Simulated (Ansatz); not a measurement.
hcp Y was calculated with PBEsol-D3(BJ) in Ansatz (plane waves, PAW).

Settings: plane-wave cutoff 520 eV, 18×18×10 k mesh (along the axes of the cell as run), Fermi–Dirac smearing 0.05 eV, scalar-relativistic PAW data made under PBE.

Equation-of-state points:

```json
[
 {"V (Å³/atom)": "28.565", "E − E_lowest (meV/atom)": "6.79"},
 {"V (Å³/atom)": "29.160", "E − E_lowest (meV/atom)": "1.66"},
 {"V (Å³/atom)": "29.755", "E − E_lowest (meV/atom)": "0.00"},
 {"V (Å³/atom)": "30.350", "E − E_lowest (meV/atom)": "1.58"},
 {"V (Å³/atom)": "30.945", "E − E_lowest (meV/atom)": "6.18"}
]
```

Problem. Estimate the bulk modulus and its pressure derivative from these points.

Solution. V0 = 29.755 Å³/atom, B0 = 43.6 GPa, B′ = 2.6 (fit to the energies at full precision).

Shape and atoms are relaxed at each volume.

Measured, for comparison: bulk modulus 41.7 GPa (zero-point energy and finite temperature contributions removed, our sources range from 37.3 to 41.7; as tabulated in doi:10.1021/acs.jctc.3c00612). Computed (rounded) less measured: bulk modulus +5 % (+5 % to +17 % over the range).

Note: the bulk modulus comes from volumes at which shape and atoms were relaxed.

Static lattice: no zero-point or thermal effects.

Cost on a shared machine: around 3 core-minutes (rough).

Ansatz is a program for electronic structure.
